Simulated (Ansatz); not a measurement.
A calculation on zinc-blende GaAs returned lattice constant a 5.647 Å, formation enthalpy -0.440 eV/atom.

For reference: lattice constant a 5.64 Å (measured, static lattice: zero-point anharmonic expansion removed; as tabulated in Mejia-Rodriguez and Trickey (2018), arXiv:1807.09216); formation enthalpy -0.37 eV/atom (measured, 298 K, not corrected to a static lattice, our sources range from -0.384 to -0.368; as tabulated in Zhang et al. (2018), doi:10.1038/s41524-018-0065-z).

Task: Which level of theory produced these numbers?
A) rVV10 (Ansatz (a quantum-chemistry and plane-wave program))
B) r²SCAN+rVV10 (Ansatz)
C) PBE (Ansatz)
D) HSE06 (Ansatz)

Result: B, r²SCAN+rVV10 (Ansatz)

The others give: PBE 5.745 Å, -0.352 eV/atom; rVV10 5.779 Å, -0.323 eV/atom; HSE06 5.683 Å, -0.452 eV/atom.

Unless a cell is named, each level is at its own relaxed cell (HSE06 22.94, PBE 23.71, r²SCAN+rVV10 22.51, rVV10 24.12 Å³/atom).

Caveats: exact exchange on metals is sensitive to the k mesh and can open a false gap (HSE06). Ansatz's density-functional and Hartree–Fock values are scalar-relativistic unless marked +SOC, with PAW data made under PBE.
